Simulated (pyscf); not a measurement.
Optimised with ωB97X-D3(BJ)/def2-SVP in PySCF.

Question: F–SiH₂–O–SiH₂• + hydrogen fluoride (HF) → F–SiH•–O–SiH₂–F + hydrogen (H₂)
Surface: doublet. Broken: H–Si, F–H. Formed: F–Si, H–H. Give ΔE‡ and ΔE from ωB97M-D3(BJ)/def2-TZVP, relative to the separated reactants.

Answer: ΔE‡ = 24.6 kcal/mol, ΔE = -29.8 kcal/mol. Zero-point energy shifts the barrier by +0.4 kcal/mol. It is a four-centre exchange, with an imaginary mode of 1130i cm⁻¹. On the reactant side the descent ends in a complex (not fully relaxed), 4.8 kcal/mol under the separated species and 30.4 kcal/mol under the saddle at ωB97X-D3(BJ)/def2-TZVP. This is the saddle that the search found; another between the same sides may lie lower.
